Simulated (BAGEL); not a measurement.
# N2 (nitrogen): B3LYP/6-31G(d) (density fitting with qzvpp-jkfit, spherical functions)

Aim: the energy change on altering one bond length of N2 (nitrogen) at B3LYP/6-31G* (density fitting with qzvpp-jkfit, spherical functions), from 2 runs. 

The calculation is run with BAGEL 1.2.2.

2 further runs of the same task are left out: 2 set aside as unsound or not needed. Runs told in other sessions of the task aren't counted.

### Step 1. The structure to begin with

The species is N2 (2 atoms), meant as a singlet with charge 0. As SMILES, `N#N`. The coordinates come from a PBE0-D4/def2-TZVP relaxation.

Bond lengths: N1–N2 1.090 Å.

### Step 2. A single-point energy at B3LYP/6-31G(d) (density fitting with qzvpp-jkfit, spherical functions)

Contents of job.json:

```json
{ "bagel" : [

{
  "title" : "molecule",
  "basis" : "6-31gs.json",
  "df_basis" : "qzvpp-jkfit",
  "angstrom" : "true",
  "geometry" : [
    { "atom" : "N", "xyz" : [       0.465500,      -0.150300,       0.239800 ] },
    { "atom" : "N", "xyz" : [      -0.465500,       0.150300,      -0.239800 ] }
  ]
},

{
  "title" : "ks",
  "xc_func" : "b3lyp"
},

{
  "title" : "print",
  "file" : "orbitals.molden",
  "orbitals" : "true"
}

]}
```

The basis set 6-31G* is read from a file made from the Basis Set Exchange's data (not shown).

The run is started by

```bash
BAGEL_NUM_THREADS=1 BAGEL job.json > job.out
```

The log of the run:

```text
* using 1 threads per process

  ===============================================================
  ===============================================================

  *** Geometry ***

  { "atom" : "N", "xyz" : [      0.879668,     -0.284026,      0.453156 ] },
  { "atom" : "N", "xyz" : [     -0.879668,      0.284026,     -0.453156 ] },

  Number of auxiliary basis functions:      154

  Since a DF basis is specified, we compute 2- and 3-index integrals:
    o Being stored without compression. Storage requirement is 0.001 GB

  Number of basis functions:       28
  Number of electrons      :       14

    * METHOD: MOLECULE                             0.02

  *** Kohn-Sham DFT ***

    * Removing 2006 points whose weight is below 1.00e-10
    * Grid points: 27806

  === Nuclear Repulsion ===
    23.7983417694

       - DIIS with orbital gradients will be used.

  === KS iteration (b3lyp / 6-31gs.json) ===
      0       -100.68808518          0.23251470           0.03
      1       -103.65303607          0.24337323           0.02
      2       -108.26137102          0.12959264           0.02
      3       -109.51098928          0.01047248           0.02
      4       -109.51989666          0.00113745           0.02
      5       -109.51998171          0.00023488           0.02
      6       -109.51998537          0.00001636           0.02
      7       -109.51998539          0.00000065           0.02
      8       -109.51998539          0.00000000           0.02
    * SCF iteration converged.

    * Permanent dipole moment:
           (    0.000000,    -0.000000,     0.000000) a.u.

    * METHOD: KS                                   0.22

    * METHOD: PRINT                                0.00

  ===============================================================
```

Run time: 0.4 s. Hardware: 1 thread of Arm Neoverse V2, shared host.

### Step 3. The distorted shape

Contents of input.json:

```json
{ "bagel" : [

{
  "title" : "molecule",
  "basis" : "6-31gs.json",
  "df_basis" : "qzvpp-jkfit",
  "angstrom" : "true",
  "geometry" : [
    { "atom" : "N", "xyz" : [       1.210296,      -0.390779,       0.623478 ] },
    { "atom" : "N", "xyz" : [      -0.465500,       0.150300,      -0.239800 ] }
  ]
},

{
  "title" : "ks",
  "xc_func" : "b3lyp"
},

{
  "title" : "print",
  "file" : "orbitals.molden",
  "orbitals" : "true"
}

]}
```

The basis set 6-31G* is read from a file made from the Basis Set Exchange's data (not shown).

The run is started by

```bash
BAGEL_NUM_THREADS=1 BAGEL input.json > input.out
```

The log of the run:

```text
* using 1 threads per process

  ===============================================================
  ===============================================================

  *** Geometry ***

  { "atom" : "N", "xyz" : [      2.287128,     -0.738465,      1.178203 ] },
  { "atom" : "N", "xyz" : [     -0.879668,      0.284026,     -0.453156 ] },

  Number of auxiliary basis functions:      154

  Since a DF basis is specified, we compute 2- and 3-index integrals:
    o Being stored without compression. Storage requirement is 0.001 GB

  Number of basis functions:       28
  Number of electrons      :       14

    * METHOD: MOLECULE                             0.02

  *** Kohn-Sham DFT ***

    * Removing 1218 points whose weight is below 1.00e-10
    * Grid points: 28594

  === Nuclear Repulsion ===
    13.2213318193

       - DIIS with orbital gradients will be used.

  === KS iteration (b3lyp / 6-31gs.json) ===
      0       -103.86201885          0.16456821           0.02
      1       -106.57022162          0.13921380           0.02
      2       -107.87154070          0.10846927           0.02
      3       -109.09198988          0.00867513           0.02
      4       -109.09746702          0.00304045           0.02
      5       -109.09856435          0.00039344           0.02
      6       -109.09858137          0.00001544           0.02
      7       -109.09858148          0.00000577           0.02
      8       -109.09858147          0.00003061           0.02
      9       -109.09858151          0.00000427           0.02
     10       -109.09858151          0.00000049           0.02
     11       -109.09858151          0.00000003           0.02
     12       -109.09858151          0.00000001           0.02
     13       -109.09858151          0.00000000           0.02
    * SCF iteration converged.

    * Permanent dipole moment:
           (   -0.000000,     0.000000,    -0.000000) a.u.

    * METHOD: KS                                   0.31

    * METHOD: PRINT                                0.00

  ===============================================================
```

It took 0.48 s on 1 thread of Arm Neoverse V2, shared host.

### Step 4. Results

Level: B3LYP/6-31G* (density fitting with qzvpp-jkfit, spherical functions).

| quantity | value |
| --- | --- |
| first shape: total energy | -109.51999 Eh |
| first shape: dipole moment | 0.00 D |
| first shape: HOMO energy | -11.59 eV |
| first shape: LUMO energy | -0.42 eV |
| first shape: HOMO–LUMO gap | 11.17 eV |
| distorted shape: total energy | -109.09858 Eh |
| distorted shape: dipole moment | 0.00 D |
| distorted shape: HOMO energy | -8.68 eV |
| distorted shape: LUMO energy | -5.67 eV |
| distorted shape: HOMO–LUMO gap | 3.00 eV |
| energy change with the N1–N2 bond stretched from 1.090 to 1.961 Å | 11.467 eV |

With the N1–N2 bond stretched from 1.090 to 1.961 Å the energy rises by 11.47 eV (264 kcal/mol). The first shape isn't relaxed at this level, so the change isn't measured from a minimum. A restricted reference can't describe the breaking bond well at this length.
